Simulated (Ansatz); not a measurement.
C3H5FO can be A, `OC1(F)CC1`, or B, `CO/C=C/F`.

Computed with Ansatz on PBE0-D4/def2-TZVP structures; ΔE is electronic, products minus reactants. CBS: MP2 limit from def2 TZ/QZ plus the TZ coupled-cluster correction, frozen cores. DFT in def2-TZVPP. Each species was taken in one conformer, which may not be the lowest.

(1) Which isomer does CCSD(T)/CBS put lower? Give the gap. (An estimate is asked.)

(2) Give E(B) − E(A) in kJ/mol with CCSD(T)/def2-TZVPP, PBE0-D4, MP2/def2-TZVPP, PBE-D4, B2PLYP, ωB97M-V, HF/def2-TZVPP. (Estimate.)

Largest T1 diagnostic: 0.012.

## Answers

(1) Ansatz gave: A, by 46.8 kJ/mol.

(2) Ansatz gave: CCSD(T)/def2-TZVPP 46.5, PBE0-D4 57.8, MP2/def2-TZVPP 58.8, PBE-D4 45.6, B2PLYP 38.9, ωB97M-V 52.5, HF/def2-TZVPP 37.6. None reverses the order clearly.

From PBE to PBE0 (25 % exact exchange), in def2-TZVPP and without D4, E(B) − E(A) moves by +12.3 kJ/mol. In def2-TZVPP, CCSD(T) changes the Hartree–Fock value by +8.9 kJ/mol (the triples alone add −2.3 kJ/mol) and MP2 by +21.2 kJ/mol.
